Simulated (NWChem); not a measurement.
The numbers come from NWChem runs, not from measurements. System: Li₂, charge 0, spin multiplicity 3, at the geometry of a parent with another charge or spin, in a state set for the comparison that need not be this species' ground state. Its SCF solution wasn't tested for a lower state. Level: ULDA (SVWN5)/def2-TZVP.

The NWChem input:

```
start mol
memory heap 200 mb stack 900 mb global 1100 mb
geometry units angstroms nocenter noautoz
  Li     0.000000     0.000000     1.393559
  Li     0.000000     0.000000    -1.393559
  symmetry group D2h
end
basis spherical
  * library def2-tzvp
end
dft
  xc slater vwn_5
  odft
  mult 3
  semidirect memsize 60000000 filesize 0
  iterations 100
end
task dft energy
```

Output (cleaned and shortened):

```
             Northwest Computational Chemistry Package (NWChem) 7.3.0
             --------------------------------------------------------

                                NWChem Input Module
                                -------------------

 Scaling coordinates for geometry "geometry" by  1.889725989
 (inverse scale =  0.529177249)

 Turning off AUTOSYM since
 SYMMETRY directive was detected!

                             Geometry "geometry" -> ""
                             -------------------------

 Output coordinates in angstroms (scale by  1.889725989 to convert to a.u.)

  No.       Tag          Charge          X              Y              Z
 ---- ---------------- ---------- -------------- -------------- --------------
    1 Li                   3.0000     0.00000000     0.00000000     1.39355900
    2 Li                   3.0000     0.00000000     0.00000000    -1.39355900

 Effective nuclear repulsion energy (a.u.)       1.7087885195

            Nuclear Dipole moment (a.u.)
            ----------------------------
        X                 Y               Z
 ---------------- ---------------- ----------------
     0.0000000000     0.0000000000     0.0000000000

      Symmetry information
      --------------------

 Group name             D2h
 Group number             26
 Group order               8
 No. of unique centers     1

      Symmetry unique atoms

     1


 Summary of "ao basis" -> "" (spherical)
 ------------------------------------------------------------------------------
       Tag                 Description            Shells   Functions and Types
 ---------------- ------------------------------  ------  ---------------------
 *                         def2-tzvp                  on all atoms

                                 NWChem DFT Module
                                 -----------------

 Summary of "ao basis" -> "ao basis" (spherical)
 ------------------------------------------------------------------------------
       Tag                 Description            Shells   Functions and Types
 ---------------- ------------------------------  ------  ---------------------
 Li                        def2-tzvp                 8       14   5s3p

 Summary of "ao basis" -> "ao basis" (spherical)
 ------------------------------------------------------------------------------
       Tag                 Description            Shells   Functions and Types
 ---------------- ------------------------------  ------  ---------------------
 Li                        def2-tzvp                 8       14   5s3p

      Symmetry analysis of basis
      --------------------------

        ag          8
        au          0
        b1g         0
        b1u         8
        b2g         3
        b2u         3
        b3g         3
        b3u         3

            General Information
            -------------------
          SCF calculation type: DFT
          Wavefunction type:  spin polarized.
          No. of atoms     :     2
          No. of electrons :     6
           Alpha electrons :     4
            Beta electrons :     2
          Charge           :     0
          Spin multiplicity:     3
          Use of symmetry is: on ; symmetry adaption is: on
          Maximum number of iterations: 100
          AO basis - number of functions:    28
                     number of shells:    16
          Convergence on energy requested:  1.00D-06
          Convergence on density requested:  1.00D-05
          Convergence on gradient requested:  5.00D-04

              XC Information
              --------------
                        Slater Exchange Functional  1.000 local
                      VWN V Correlation Functional  1.000 local

             Grid Information
             ----------------
          Grid used for XC integration:  medium
          Radial quadrature: Mura-Knowles
          Angular quadrature: Lebedev.
          Tag              B.-S. Rad. Rad. Pts. Rad. Cut. Ang. Pts.
          ---              ---------- --------- --------- ---------
          Li                  1.45       49          13.0       434
          Grid pruning is: on
          Number of quadrature shells:    49
          Spatial weights used:  Erf1

          Convergence Information
          -----------------------
          Convergence aids based upon iterative change in
          total energy or number of iterations.
          Levelshifting, if invoked, occurs when the
          HOMO/LUMO gap drops below (HL_TOL):  1.00D-02
          DIIS, if invoked, will attempt to extrapolate
          using up to (NFOCK): 10 stored Fock matrices.

                    Damping( 0%)  Levelshifting(0.5)       DIIS
                  --------------- ------------------- ---------------
          dE  on:    start            ASAP                start
          dE off:    2 iters        100 iters           100 iters

      Screening Tolerance Information
      -------------------------------
          Density screening/tol_rho:  1.00D-10
          AO Gaussian exp screening on grid/accAOfunc:  14
          CD Gaussian exp screening on grid/accCDfunc:  20
          XC Gaussian exp screening on grid/accXCfunc:  20
          Schwarz screening/accCoul:  1.00D-08

      Superposition of Atomic Density Guess
      -------------------------------------

 Sum of atomic energies:         -14.86530318

      Non-variational initial energy
      ------------------------------

 Total energy =     -14.801963
 1-e energy   =     -22.808976
 2-e energy   =       6.298225
 HOMO         =      -0.159872
 LUMO         =      -0.020654
[...]
                                                     3.01D-06  2.11D-07

 !! scf_movecs_sym_adapt:    8 vectors were symmetry contaminated

  Symmetry fudging

 !! scf_movecs_sym_adapt:    8 vectors were symmetry contaminated

 !! scf_movecs_sym_adapt:   10 vectors were symmetry contaminated

  Symmetry fudging

 !! scf_movecs_sym_adapt:    6 vectors were symmetry contaminated

 d= 0,ls=0.0,diis     5    -14.6865442154 -1.65D-07  1.07D-05  1.60D-09     0.2
                                                     3.21D-07  1.03D-09

 !! scf_movecs_sym_adapt:   10 vectors were symmetry contaminated

  Symmetry fudging

 !! scf_movecs_sym_adapt:   10 vectors were symmetry contaminated

 !! scf_movecs_sym_adapt:   12 vectors were symmetry contaminated

  Symmetry fudging

 !! scf_movecs_sym_adapt:    8 vectors were symmetry contaminated

 d= 0,ls=0.0,diis     6    -14.6865442173 -1.87D-09  1.98D-06  3.09D-11     0.3
                                                     2.71D-08  1.23D-11

         Total DFT energy =      -14.686544217275
      One electron energy =      -22.747090621388
           Coulomb energy =        9.713141050352
    Exchange-Corr. energy =       -3.361383165777
 Nuclear repulsion energy =        1.708788519538

 Numeric. integr. density =        5.999999929372

     Total iterative time =      0.1s

                  Occupations of the irreducible representations
                  ----------------------------------------------

                     irrep           alpha         beta
                     --------     --------     --------
                     ag                2.0          1.0
                     au                0.0          0.0
                     b1g               0.0          0.0
                     b1u               2.0          1.0
                     b2g               0.0          0.0
                     b2u               0.0          0.0
                     b3g               0.0          0.0
                     b3u               0.0          0.0

                    DFT Final Alpha Molecular Orbital Analysis
                    ------------------------------------------

 Vector    2  Occ=1.000000D+00  E=-1.874841D+00  Symmetry=b1u
              MO Center=  1.5D-42, -3.1D-40,  1.7D-12, r^2= 2.1D+00
   Bfn.  Coefficient  Atom+Function         Bfn.  Coefficient  Atom+Function
  ----- ------------  ---------------      ----- ------------  ---------------
     2      0.445910  1 Li s                 16     -0.445910  2 Li s
     3      0.174079  1 Li s                 17     -0.174079  2 Li s
     1      0.169844  1 Li s                 15     -0.169844  2 Li s

 Vector    3  Occ=1.000000D+00  E=-1.638808D-01  Symmetry=ag
              MO Center=  6.1D-16,  2.4D-15, -7.3D-15, r^2= 4.0D+00
   Bfn.  Coefficient  Atom+Function         Bfn.  Coefficient  Atom+Function
  ----- ------------  ---------------      ----- ------------  ---------------
     4      0.396925  1 Li s                 18      0.396925  2 Li s
     5      0.166051  1 Li s                 19      0.166051  2 Li s
    11     -0.144046  1 Li pz                25      0.144046  2 Li pz
     2     -0.117354  1 Li s                 16     -0.117354  2 Li s
     3     -0.094474  1 Li s                 17     -0.094474  2 Li s

 Vector    4  Occ=1.000000D+00  E=-9.235873D-02  Symmetry=b1u
              MO Center= -2.5D-36,  8.0D-35,  7.4D-15, r^2= 9.8D+00
   Bfn.  Coefficient  Atom+Function         Bfn.  Coefficient  Atom+Function
  ----- ------------  ---------------      ----- ------------  ---------------
     5      0.532115  1 Li s                 19     -0.532115  2 Li s
     4      0.352762  1 Li s                 18     -0.352762  2 Li s
    11      0.210954  1 Li pz                25      0.210954  2 Li pz
     2     -0.097561  1 Li s                 16      0.097561  2 Li s
     3     -0.081271  1 Li s                 17      0.081271  2 Li s

 Vector    5  Occ=0.000000D+00  E=-7.407888D-02  Symmetry=b3u
              MO Center= -6.1D-16,  1.9D-46,  4.0D-17, r^2= 6.6D+00
   Bfn.  Coefficient  Atom+Function         Bfn.  Coefficient  Atom+Function
  ----- ------------  ---------------      ----- ------------  ---------------
     9      0.547461  1 Li px                23      0.547461  2 Li px
     6      0.111513  1 Li px                20      0.111513  2 Li px

 Vector    6  Occ=0.000000D+00  E=-7.407888D-02  Symmetry=b2u
              MO Center=  1.5D-52, -2.4D-15,  1.5D-18, r^2= 6.6D+00
   Bfn.  Coefficient  Atom+Function         Bfn.  Coefficient  Atom+Function
  ----- ------------  ---------------      ----- ------------  ---------------
    10      0.547461  1 Li py                24      0.547461  2 Li py
     7      0.111513  1 Li py                21      0.111513  2 Li py

 Vector    7  Occ=0.000000D+00  E=-6.185647D-02  Symmetry=ag
              MO Center= -3.0D-25,  4.4D-24,  5.4D-17, r^2= 1.0D+01
   Bfn.  Coefficient  Atom+Function         Bfn.  Coefficient  Atom+Function
  ----- ------------  ---------------      ----- ------------  ---------------
    11      0.544596  1 Li pz                25     -0.544596  2 Li pz
     5      0.326346  1 Li s                 19      0.326346  2 Li s
     8      0.130078  1 Li pz                22     -0.130078  2 Li pz
     4      0.033218  1 Li s                 18      0.033218  2 Li s

                     DFT Final Beta Molecular Orbital Analysis
                     -----------------------------------------

 Vector    1  Occ=1.000000D+00  E=-1.866721D+00  Symmetry=ag
              MO Center= -8.7D-26, -4.5D-25,  7.1D-15, r^2= 2.1D+00
   Bfn.  Coefficient  Atom+Function         Bfn.  Coefficient  Atom+Function
  ----- ------------  ---------------      ----- ------------  ---------------
     2      0.447126  1 Li s                 16      0.447126  2 Li s
     3      0.173371  1 Li s                 17      0.173371  2 Li s
     1      0.169509  1 Li s                 15      0.169509  2 Li s

 Vector    2  Occ=1.000000D+00  E=-1.866426D+00  Symmetry=b1u
              MO Center= -4.0D-44, -4.6D-46, -6.8D-15, r^2= 2.1D+00
   Bfn.  Coefficient  Atom+Function         Bfn.  Coefficient  Atom+Function
  ----- ------------  ---------------      ----- ------------  ---------------
     2      0.447310  1 Li s                 16     -0.447310  2 Li s
     3      0.173392  1 Li s                 17     -0.173392  2 Li s
     1      0.169573  1 Li s                 15     -0.169573  2 Li s

 Vector    3  Occ=0.000000D+00  E=-1.109984D-01  Symmetry=ag
              MO Center= -1.1D-42,  2.2D-42,  3.7D-17, r^2= 4.9D+00
   Bfn.  Coefficient  Atom+Function         Bfn.  Coefficient  Atom+Function
  ----- ------------  ---------------      ----- ------------  ---------------
     4      0.293498  1 Li s                 18      0.293498  2 Li s
     5      0.274520  1 Li s                 19      0.274520  2 Li s
     2     -0.116185  1 Li s                 16     -0.116185  2 Li s
    11     -0.114468  1 Li pz                25      0.114468  2 Li pz
     3     -0.075706  1 Li s                 17     -0.075706  2 Li s

 Vector    4  Occ=0.000000D+00  E=-5.180536D-02  Symmetry=b1u
              MO Center= -2.1D-14, -3.3D-14,  3.8D-14, r^2= 1.1D+01
   Bfn.  Coefficient  Atom+Function         Bfn.  Coefficient  Atom+Function
  ----- ------------  ---------------      ----- ------------  ---------------
     5      0.836256  1 Li s                 19     -0.836256  2 Li s
     4      0.208737  1 Li s                 18     -0.208737  2 Li s
    11      0.119829  1 Li pz                25      0.119829  2 Li pz
     2     -0.090786  1 Li s                 16      0.090786  2 Li s
     3     -0.059352  1 Li s                 17      0.059352  2 Li s

 Vector    5  Occ=0.000000D+00  E=-3.264046D-02  Symmetry=b2u
              MO Center= -1.4D-41, -4.7D-27,  2.5D-18, r^2= 6.7D+00
   Bfn.  Coefficient  Atom+Function         Bfn.  Coefficient  Atom+Function
  ----- ------------  ---------------      ----- ------------  ---------------
    10      0.549424  1 Li py                24      0.549424  2 Li py
     7      0.106929  1 Li py                21      0.106929  2 Li py

   alpha - beta orbital overlaps
   -----------------------------

   alpha      1      2      3      4      5      6      7      8      9     10
    beta      1      2      3      4      6      5      7      9      8     10
 overlap   1.000  1.000  0.994  0.994  1.000  1.000  0.991  1.000  1.000  0.993

   alpha     11     12     13     14     15     16     17     18     19     20
    beta     11     12     14     13     15     16     17     18     19     20
 overlap   0.992  0.998  1.000  1.000  1.000  1.000  1.000  1.000  1.000  1.000

   alpha     21     22     23     24     25     26     27     28
    beta     22     21     23     24     25     26     27     28
 overlap   1.000  1.000  1.000  1.000  1.000  1.000  1.000  1.000

     --------------------------
     Expectation value of S2:
     --------------------------
      <S2> =      2.0000 (Exact =     2.0000)

 center of mass
 --------------
 x =   0.00000000 y =   0.00000000 z =   0.00000000

 moments of inertia (a.u.)
 ------------------
          97.312351786978           0.000000000000           0.000000000000
           0.000000000000          97.312351786978           0.000000000000
           0.000000000000           0.000000000000           0.000000000000

     Multipole analysis of the density
     ---------------------------------

     L   x y z        total         alpha         beta         nuclear
     -   - - -        -----         -----         ----         -------
     0   0 0 0     -0.000000     -4.000000     -2.000000      6.000000

     1   1 0 0      0.000000      0.000000      0.000000      0.000000
     1   0 1 0      0.000000      0.000000      0.000000      0.000000
     1   0 0 1     -0.000000     -0.000000     -0.000000      0.000000

     2   2 0 0    -10.684141    -10.367229     -0.316912      0.000000
     2   1 1 0      0.000000      0.000000      0.000000      0.000000
     2   1 0 1      0.000000      0.000000      0.000000      0.000000
     2   0 2 0    -10.684141    -10.367229     -0.316912      0.000000
     2   0 1 1      0.000000      0.000000      0.000000      0.000000
     2   0 0 2    -15.996203    -43.428202    -14.178186     41.610185

 Task  times  cpu:        0.2s     wall:        0.2s

 Total times  cpu:        0.3s     wall:        0.3s
```
